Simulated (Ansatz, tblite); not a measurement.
# The cluster TaSi₂+: one state, many levels

How do method and basis change the picture of the cluster TaSi₂+ (singlet)?

Program: Ansatz 0.2.0, Gaussian basis. Level of theory: as each input shows. These are calculated values, not measurements.

Plan: GFN1-xTB, GFN2-xTB, PBE-D4/def2-TZVP, r2SCAN-D4/def2-TZVP, PBE-QIDH/def2-TZVP, r2SCAN0-D4/def2-TZVP, r2SCANh-D4/def2-TZVP, LC-ωPBE/def2-TZVP, B3LYP-D4/def2-TZVP, PBE-D4/def2-SVP, PBE0-D4/def2-SVP, CCSD(T)/def2-TZVPP, MP2/def2-TZVP.

2 further runs of the same task are left out: 1 that didn't finish, 1 set aside as unsound or not needed. Runs told in other sessions of the task aren't counted.

### 1 The relaxed structure

The singlet was relaxed beforehand with B3LYP-D4/def2-TZVP. At that level it is the lowest of the isomers that a small search found.

3 atoms, charge 1, spin multiplicity 1.

Bond lengths: Ta1–Si2 2.377 Å, Ta1–Si3 2.402 Å, Si2–Si3 2.411 Å. Angles: Si2–Ta1–Si3 60.6°, Ta1–Si2–Si3 60.2°, Ta1–Si3–Si2 59.2°.

Ta takes a core potential in the def2 sets. No spin-orbit coupling is included. The ion is computed in the gas phase, without counter-ions or solvent.

PBE0-D4/def2-TZVP was run before; its log isn't repeated, and its numbers join the tables.

### 2 GFN1-xTB

Tight binding, by tblite at 300 K electronic temperature and without a spin-polarisation term:

```python
tblite.interface.Calculator('GFN1-xTB', numbers, positions, charge=1, uhf=0).singlepoint()
```

Energy -135.8397 eV, HOMO -14.45 eV, LUMO -14.23 eV; 0.003 s.

### 3 GFN2-xTB

Tight binding, by tblite at 300 K electronic temperature and without a spin-polarisation term:

```python
tblite.interface.Calculator('GFN2-xTB', numbers, positions, charge=1, uhf=0).singlepoint()
```

Energy -132.1386 eV, HOMO -13.43 eV, LUMO -13.35 eV; 0.006 s.

### 4 PBE-D4/def2-TZVP

start.molden holds the orbitals of an earlier run on this state, given as this run's starting guess.

The input, in.yaml:

```yaml
crystal:
  periodic: [false, false, false]
  atoms:
    - {symbol: Ta, position_ang: [-0.217418, 1.344144, 0.195278]}
    - {symbol: Si, position_ang: [0.887017, -0.403887, -0.978046]}
    - {symbol: Si, position_ang: [-0.669589, -0.940257, 0.782768]}
basis:
  gaussian: {orbitals: def2-TZVP, initial_orbitals: start.molden}
total_charge: 1
hamiltonian: {xc: pbe, dispersion: d4}
scf: {omitted_lower_state_checks: [starts]}
output: {orbitals: {seedname: orbitals}}
```

Run with:

```console
ansatz run in.yaml --threads 4 --pin off --events-out ev --progress --plain --max-ram 3916MiB
```

Further steps of the session: r2SCAN-D4/def2-TZVP; PBE-QIDH/def2-TZVP; r2SCAN0-D4/def2-TZVP; r2SCANh-D4/def2-TZVP; LC-ωPBE/def2-TZVP; B3LYP-D4/def2-TZVP; PBE-D4/def2-SVP; PBE0-D4/def2-SVP; CCSD(T)/def2-TZVPP; MP2/def2-TZVP.

Q: Predict the results of all the runs planned. Wanted: gap in def2-TZVP, named functionals, smallest and largest; correlation energy, CCSD(T)/def2-TZVPP; correlation energy, MP2/def2-TZVP; PBE0 total energy, smallest basis above largest.

**Answer**, as computed:

| quantity | value |
| --- | --- |
| gap in def2-TZVP, named functionals, smallest and largest | 0.05 eV (r2SCAN-D4), 6.60 eV (LC-ωPBE) |
| correlation energy, CCSD(T)/def2-TZVPP | -16.97 eV |
| correlation energy, MP2/def2-TZVP | -14.71 eV |
| PBE0 total energy, smallest basis above largest | 5.77 eV (def2-SVP, def2-TZVP) |

Orbital gaps of the named functionals in def2-TZVP span 0.05 eV (r2SCAN-D4) to 6.60 eV (LC-ωPBE); exact exchange widens it. PBE-D4 leaves an empty level below a filled one, so this occupation isn't an aufbau state there; left out of the range. Notes on CCSD(T)/def2-TZVPP and its Hartree-Fock reference, which MP2 shares: restricted state is unstable towards broken spin symmetry.
